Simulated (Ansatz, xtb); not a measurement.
## Relative energy of two isomers of C3H7FO+

Structure a: the doublet with the links of `[OH2+]C[CH]CF`. Structure b: the doublet with the links of `[OH2+]CC[CH]F`. Both are isolated ions in the gas phase, relaxed with PBE0-D3(BJ)/pcseg-1; the shapes shown needn't be the lowest conformers.

a (Å):

```yaml
atoms:
  - { symbol: C, position_ang: [1.4058, 0.9365, 1.4308] }
  - { symbol: C, position_ang: [0.1829, 0.6325, 0.6863] }
  - { symbol: C, position_ang: [-0.0102, 1.1682, -0.6753] }
  - { symbol: F, position_ang: [1.2686, 1.3158, -1.2835] }
  - { symbol: O, position_ang: [2.5841, 0.3536, 0.6120] }
  - { symbol: H, position_ang: [3.4671, 0.6527, 0.9132] }
  - { symbol: H, position_ang: [2.4260, 0.6339, -0.3379] }
  - { symbol: H, position_ang: [1.6319, 2.0079, 1.5119] }
  - { symbol: H, position_ang: [1.4831, 0.4349, 2.3960] }
  - { symbol: H, position_ang: [-0.6053, 0.0491, 1.1587] }
  - { symbol: H, position_ang: [-0.4610, 2.1722, -0.6859] }
  - { symbol: H, position_ang: [-0.5992, 0.5008, -1.3127] }
```

b (Å):

```xyz
12

C     2.0080   -1.3714    0.3339
C     0.7955   -0.4785    0.4170
C    -0.2043   -0.9658    1.3921
F    -0.5415   -2.2852    1.1896
O     1.5996   -2.7665   -0.0949
H     1.4783   -2.8668   -1.0608
H     0.7432   -3.0011    0.3642
H     2.4897   -1.5547    1.2972
H     2.7499   -1.0656   -0.4069
H     0.3528   -0.3366   -0.5866
H     1.1434    0.5163    0.7288
H    -1.0236   -0.3928    1.8185
```

Q: Estimate which is lower in electronic energy at CCSD(T)/def2-SVP + ΔMP2/def2-TZVPP, and by roughly how much.

A: The CCSD(T)/def2-SVP + ΔMP2/def2-TZVPP calculation puts structure a lower, by 2.5 kcal/mol.

Level by level:

```
                             level             geometry  E(b) − E(a) (kcal/mol)  departure from the last row (kcal/mol)  job, with rough time for the two
                          GFN2-xTB             GFN2-xTB                      +2.5                                     0.0              optimisation, 0.43 s
                         HF/STO-3G             GFN2-xTB                      −8.1                                   −10.6               single point, 1.1 s
                r2SCAN-D4/def2-SVP             GFN2-xTB                      +3.2                                    +0.6                single point, 10 s
               PBE0-D3(BJ)/pcseg-1  PBE0-D3(BJ)/pcseg-1                      +3.0                                    +0.5             optimisation, 3.4 min
                       HF/def2-SVP  PBE0-D3(BJ)/pcseg-1                      +2.4                                    −0.2           part of the CCSD(T) run
                      MP2/def2-SVP  PBE0-D3(BJ)/pcseg-1                      +1.3                                    −1.3           part of the CCSD(T) run
                  CCSD(T)/def2-SVP  PBE0-D3(BJ)/pcseg-1                      +1.9                                    −0.7                      single point
CCSD(T)/def2-SVP + ΔMP2/def2-TZVPP  PBE0-D3(BJ)/pcseg-1                      +2.5                                                     single point, 2.5 min
```

As drawn, both hold the same kinds of bond in the same numbers.

HF/STO-3G puts the two in the other order. The largest departure from CCSD(T)/def2-SVP + ΔMP2/def2-TZVPP is that of HF/STO-3G, 10.6 kcal/mol. The last row adds to CCSD(T) the change of the MP2 difference between the two basis sets, here +0.7 kcal/mol.

With harmonic frequencies from PBE0-D3(BJ)/pcseg-1 (ideal gas, rigid rotor, one conformer each, 1000 K, 1 atm): the zero-point term adds +0.3 kcal/mol; ΔH is +2.7 and ΔG +3.6 kcal/mol.

Open shells are spin-unrestricted. The correlated steps freeze 5 core orbitals. Programs: Ansatz 0.2.0, xtb 6.7.1; the last row on 2 threads of Intel(R) Xeon(R) Processor @ 2.50GHz (Skylake/Cascade Lake) on a shared host.
